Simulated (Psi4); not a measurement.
This Psi4 input (MP2/6-311++G(2d,2p)) gives -274.23224 Eh with 81 basis functions.

```
memory 8100 MB

molecule {
0 1
F     0.03923562    1.10057360   -0.27954166
O    -0.01962367    0.00815420    0.59730772
F    -0.02179237   -1.10782178   -0.25139853
}

set {
  basis 6-311++g(2d,2p)
  scf_type df
  freeze_core true
}

energy('mp2')
print_variables()
```

Change:
```diff
- basis 6-311++g(2d,2p)
+ basis 6-311g**
```

Problem. What does the run give now?

Solution. -274.14778 Eh (MP2/6-311G**, 54 functions), a change of +84.46 mEh.
